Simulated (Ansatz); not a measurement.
Input file:

```yaml
crystal:
  periodic: [false, false, false]
  atoms:
    - {symbol: C, position_ang: [0.000000, 0.000000, 0.000000]}
    - {symbol: S, position_ang: [0.000000, 0.000000, 5.758000]}
basis:
  gaussian: {orbitals: 6-31G}
total_charge: 1
magnetization: {spin_polarized: false, initial_magnetization: 3}
correlation: {method: fci, electrons: outside_noble_gas}
```

```sh
$ ansatz run in.yaml --threads 1 --pin off --events-out ev --progress --plain --max-ram 2393MiB
```

Output:

```
416 factors; integrals over basis functions are off by at most 7.0e-8 eV
mean field evaluation 1: about -11829.2572 eV, gradient 1.3e1 eV
mean field evaluation 2: about -11829.2748 eV, gradient 1.3e1 eV
mean field evaluation 4: about -11829.8767 eV, gradient 8.9e0 eV
mean field evaluation 8: about -11829.9894 eV, gradient 7.6e0 eV
mean field evaluation 16: about -11830.3069 eV, gradient 8.3e-7 eV
mean field evaluation 32: about -11830.3114 eV, gradient 7.3e-4 eV
mean field evaluation 64: about -11830.3114 eV, gradient 4.1e-3 eV
mean field evaluation 96: about -11830.3114 eV, gradient 3.5e-7 eV
mean field evaluation 128: about -11830.2489 eV, gradient 1.8e-1 eV
mean field evaluation 160: about -11830.3091 eV, gradient 5.4e-2 eV
mean field evaluation 192: about -11830.3076 eV, gradient 3.1e-1 eV
mean field evaluation 224: about -11830.2431 eV, gradient 4.2e-2 eV
mean field evaluation 256: about -11830.3069 eV, gradient 1.7e-2 eV
mean field evaluation 288: about -11828.2831 eV, gradient 9.2e0 eV
mean field evaluation 320: about -11828.7894 eV, gradient 5.0e-1 eV
mean field evaluation 352: about -11829.4804 eV, gradient 1.0e-2 eV
mean field evaluation 384: about -11829.0021 eV, gradient 7.8e0 eV
mean field -11830.31136462 eV, -434.7559237766 hartree, gradient 2.4e-6 eV, S^2 3.750000; 22 other end points of the search recorded, 0 dependent functions left out
mean field evaluation 416: about -11830.3281 eV, gradient 7.7e-4 eV
mean field evaluation 448: about -11829.1979 eV, gradient 9.6e0 eV
mean field evaluation 480: about -11830.3277 eV, gradient 2.4e-1 eV
mean field evaluation 512: about -11830.3791 eV, gradient 1.2e0 eV
mean field evaluation 544: about -11830.3792 eV, gradient 1.7e-2 eV
mean field evaluation 576: about -11831.1372 eV, gradient 6.6e-5 eV
mean field evaluation 608: about -11830.7131 eV, gradient 6.5e0 eV
mean field evaluation 640: about -11831.0905 eV, gradient 4.2e-1 eV
mean field evaluation 672: about -11830.2583 eV, gradient 7.1e-1 eV
mean field evaluation 704: about -11831.1372 eV, gradient 5.5e-4 eV
determinant -11830.31136462 eV, -434.7559237766 hartree, with singles and doubles -11832.25142181 eV, -434.8272195633 hartree
determinant -11830.30686784 eV, -434.7557585230 hartree, with singles and doubles -11832.24692901 eV, -434.8270544563 hartree
determinant -11830.24308600 eV, -434.7534145838 hartree, with singles and doubles -11832.18148947 eV, -434.8246495974 hartree
determinant -11830.24245270 eV, -434.7533913105 hartree, with singles and doubles -11832.18071217 eV, -434.8246210323 hartree
determinant -11829.56961236 eV, -434.7286648841 hartree, with singles and doubles -11831.56344560 eV, -434.8019369042 hartree
determinant -11830.31136462 eV, -434.7559237766 hartree, with singles and doubles -11832.24862236 eV, -434.8271166857 hartree
determinant -11830.30686784 eV, -434.7557585230 hartree, with singles and doubles -11832.24601624 eV, -434.8270209126 hartree
determinant -11830.24308600 eV, -434.7534145838 hartree, with singles and doubles -11832.18092495 eV, -434.8246288516 hartree
determinant -11830.24245270 eV, -434.7533913105 hartree, with singles and doubles -11832.18031148 eV, -434.8246063070 hartree
unrestricted determinant -11831.13748119 eV, -434.7862830006 hartree, S^2 4.7506
6 core orbitals not correlated: weight in the atoms' cores, before any rotation towards them, 1.000 or more for the frozen orbitals, at most 0.000 for the correlated occupied ones
reference -11830.31136462 eV, -434.7559237766 hartree; 6, 3 occupied and 10, 13 virtual orbitals, 416 factors
state -11833.28662176 eV, -434.8652624601 hartree
Total energy: -11833.28662176 eV, -434.8652624601 hartree
```

Ran on 1 thread of Arm Neoverse V2, shared host: 26 s wall, 0.29 GiB peak host memory.
